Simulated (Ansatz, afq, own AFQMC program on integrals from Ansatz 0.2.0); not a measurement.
Two steps: Ansatz 0.2.0 writes the Fock matrix and Cholesky factors of the valence space, and afq projects on them the lowest state that overlaps trial and start.

```yaml
crystal:
  periodic: [false, false, false]
  atoms:
    - {symbol: O, position_ang: [0.000000, 0.000000, 0.000000]}
    - {symbol: H, position_ang: [0.000000, 0.000000, 0.973108]}
basis:
  gaussian: {orbitals: cc-pVDZ}
magnetization: {spin_polarized: true, initial_magnetization: 3}
correlation: {method: ccsd_t, electrons: outside_noble_gas, hamiltonian_folder: ham}
```

```sh
$ ansatz run in.yaml --threads 1 --pin off --events-out ev --progress --plain --max-ram 1382MiB
```

afq runs on the folder ham with

```
--method phaseless --trial hf --walkers 340 --populations 1 --least-time 40 --time-step 0.005 --steps-per-block 20 --equilibration-blocks 112 --max-blocks 600 --target-error 0.0009600 --factor-cut 1e-05 --start spin_pure --seed 9320 --taylor-order 6
```

Times are imaginary, in 1/Eh. The walk had a cap of 520 s.

afq prints:

```
orbitals 18  electrons 5 2  factors 114 of 175
reference energy -75.14620907 Eh
CCSD correlation -0.12892922 Eh in 8 cycles, weight of the determinant in the CISD state 0.9665
energy of the start -75.146419 Eh
 block  time / (1/Eh)  mean weight  energy / Eh
     1     0.100  0.9998  -75.191494
     2     0.200  1.0003  -75.220482
     3     0.300  1.0001  -75.237250
     4     0.400  1.0025  -75.244723
     5     0.500  1.0008  -75.250462
     8     0.800  0.9999  -75.258419
    13     1.300  1.0007  -75.278562
    49     4.900  1.0006  -75.275620
    85     8.500  1.0001  -75.275345
   109    10.900  1.0012  -75.284800
   121    12.100  0.9990  -75.273926
   157    15.700  0.9993  -75.281055
   193    19.300  0.9993  -75.273163
   229    22.900  0.9991  -75.276144
   265    26.500  1.0003  -75.283159
   301    30.100  0.9991  -75.271954
   337    33.700  0.9989  -75.266468
   373    37.300  1.0000  -75.279778
   409    40.900  1.0013  -75.274653
   445    44.500  1.0001  -75.278249
   469    46.900  1.0008  -75.262947
   481    48.100  0.9994  -75.274615
   505    50.500  1.0003  -75.274093
blocks merged  error / Eh  count
     1  0.000311  400
     2  0.000395  200
     4  0.000508  100
     8  0.000592  50
    16  0.000635  25
    32  0.000682  12
energy -75.275181 +/- 0.000635 Eh
(rows thinned)
```

The run passed its tests (sampling time, drift between the halves within three errors, error under three times the target), which doesn't prove that it has relaxed.

Against this walk (error 17.3 meV) on the same determinant: CCSD(T) 33.7 meV lower (within the noise), CCSDT(Q) 40.5 meV lower, CCSDTQ 40.7 meV lower, full CI (a separate run on its own orbitals, whose frozen core shifts it by up to a few meV) 38.7 meV lower, a separate phaseless walk with a CISD trial and standard settings 39.5 ± 17.3 meV lower. The error is statistical and leaves out the bias of the constraint.

Cautions: constraint bias not in the error; another spin lies lower (by 7.70 eV); full CI with its own frozen core.

The walk took 4.3 min on 1 thread of Arm Neoverse N1, on a shared host. The log's last line is the phaseless energy.

CCSDT and higher add their correlation energy to the determinant of the CCSD(T) run, since their own runs factorise the integrals more tightly (a shift of under 2 meV). A walk keeps the symmetry of its determinant, which the program's search chose and which needn't be the lowest solution, so a lower state of the same spin and another symmetry isn't excluded.
